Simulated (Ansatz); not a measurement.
A made-up structure of CH$_{6}$Al$_{2}$, singlet:

```
9
angstrom
C 0.2232 -0.2613 -0.6961
Al -0.5563 1.5384 -0.6853
Al 0.5312 -1.7335 1.4182
H 0.4083 2.5294 -1.3159
H -1.8090 1.5602 -1.5460
H -0.9289 2.0559 0.6944
H 0.5256 -0.6310 -1.6424
H 1.8602 -1.6922 2.3040
H -0.5937 -2.7487 1.9247
```

It is relaxed with PBE-D4/def2-SVP and then PBE0-D4/def2-TZVP (Ansatz 0.2.0). Atoms count as bonded within 1.22 times the sum of their covalent radii (H–H: 0.88 Å). The end point is not checked to be a true minimum.

**Question.** Does its bonding change? (A judgement: the text doesn't fix the answer.)

**Answer.** The calculation gives: Yes. Formed: C1–Al3, C1–H5; broken: Al2–H5.

Where it ends: The first stage lowers the energy by 5.26 eV in 24 steps. It ends as CH₆Al₂ ([AlH2][CH2][AlH2]):
```csv
atom,x (Å),y (Å),z (Å)
C1,-0.2220,-0.2055,-0.5766
Al2,-0.2424,1.7085,-0.2859
Al3,0.3156,-1.3522,0.8877
H4,1.0502,2.5761,-0.6026
H5,-1.2422,-0.4994,-0.8548
H6,-1.5421,2.4105,0.2988
H7,0.4669,-0.3977,-1.4088
H8,1.8473,-1.7236,1.0879
H9,-0.7706,-1.8994,1.9098
```

Labels in which every atom is bracketed show which atoms are joined, not bond orders.

For scale, one of the runs: PBE0-D4/def2-TZVP relaxation, 141 basis functions, launched by `ansatz run in.yaml --threads 2 --pin off --events-out ev --progress --plain --max-ram 4352MiB`. Hardware: 2 CPU threads of an Arm Neoverse V2, shared host. Wall time about 13 s.
